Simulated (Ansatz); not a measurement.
Base system: W in the bcc (W type) structure (space group Im-3m, No. 229).

```
W
1.0
   -1.57715     1.57715     1.57715
    1.57715    -1.57715     1.57715
    1.57715     1.57715    -1.57715
W
1
Cartesian
  0.00000   0.00000   0.00000
```

Computed with Ansatz (a quantum-chemistry and plane-wave program) PBEsol, spin-orbit coupling left out.

Perturbation: every W is replaced by Mo; the structure is relaxed again.

Measured lattice parameter a: W 3.16 Å (static lattice; corrected from measurement; as listed in Daniel Mejia-Rodriguez, S. B. Trickey, Phys. Rev. B (2018)); Mo 3.141 Å (static lattice; corrected from measurement; as listed in Daniel Mejia-Rodriguez, S. B. Trickey, Phys. Rev. B (2018)).

How well does PBEsol reproduce the measured shift?

With PBEsol the lattice parameter a moves by -0.025 Å (3.154 → 3.130) against -0.019 Å measured.

No phonon test of stability was made. The final runs are not spin-polarised.
